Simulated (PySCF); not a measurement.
## Assignment exercise: C5H6O

Atom-mapped SMILES (the numbers label the heavy atoms): `[CH2:1]=[CH:2][C:3](=[CH2:4])[CH:5]=[O:6]`. Hydrogens are named by the atom that carries them. Ha(C4) is cis to C2; Ha(C1) is cis to C3; Hb(C4) is trans to C2; Hb(C1) is trans to C3.

PySCF 2.14.0 with density-fitted response routines calculation with structure optimised with PBE0-D3(BJ)/def2-SVP, σ from GIAO-PBE0/pcSseg-1 and J: B3LYP/pcJ-1 (without the spin–dipole term); in vacuum, one conformer, no relativistic terms.

Shifts are taken against calculated references (same method and geometry level): TMS for ¹³C, ¹H.

**Question.** Assign these signals to the numbered atoms. ¹³C{¹H} NMR (computed): δ 189.7, 143.7, 143.2, 136.7, 120.9.

**Answer.** 
189.7 → C5, aldehyde carbonyl carbon: the double bond to the heteroatom, with no lone-pair donor beside it, deshields it most
143.7 → C2, alkene CH: the olefinic region
143.2 → C3, α carbon of a C=C–C=O unit: the olefinic region
136.7 → C4, β carbon of a C=C–C=O unit: conjugation with the carbonyl draws π density from the β position
120.9 → C1, terminal =CH2 carbon: an sp2 carbon of a C=C bond

C2 and C3 lie closer than the usual error of such a calculation, so a measured spectrum could show them in the other order.

**Question.** Assign these signals to the numbered atoms. ¹H NMR (500 MHz, computed): δ 10.16 (d, J = 2.4 Hz, 1H), 6.70 (m, 1H), 6.67 (td, J = 2.0, 1.1 Hz, 1H), 6.27 (dt, J = 19.8, 1.1 Hz, 1H), 5.59 (m, 1H), 5.59 (m, 1H).

**Answer.** 
| δ (ppm) | atoms | environment | reason |
| --- | --- | --- | --- |
| 10.16 | H(C5) | hydrogen on an aldehyde carbonyl carbon | the formyl region, downfield of aromatic protons |
| 6.70 | H(C2) | hydrogen on an alkene CH | a vinylic proton, deshielded by the sp2 carbon and the C=C anisotropy |
| 6.67 | Hb(C4) | hydrogen on a β carbon of a C=C–C=O unit | olefinic region |
| 6.27 | Ha(C1) | hydrogen on a terminal =CH2 carbon | attached to an sp2 carbon and in the plane of the double bond |
| 5.59 | Ha(C4) | hydrogen on a β carbon of a C=C–C=O unit | attached to an sp2 carbon and in the plane of the double bond |
| 5.59 | Hb(C1) | hydrogen on a terminal =CH2 carbon | olefinic region |

H(C2) and Hb(C4); Ha(C4) and Hb(C1) lie closer than the usual error of such a calculation, so a measured spectrum could show them in the other order.

Splittings below 1 Hz are ignored in the labels, and close J values are merged. Unscaled 3J(H,H) at this level run about 10 % above measured values. Shifts are as computed. Against solution values, carbons near 30 ppm lie about +2 ppm off and those near 130 ppm about +5 ppm. Of 1211 compounds with measured shifts, 218 miss one by over three times the rms of a fit or turn the order of signals round; such compounds aren't used in these exercises.
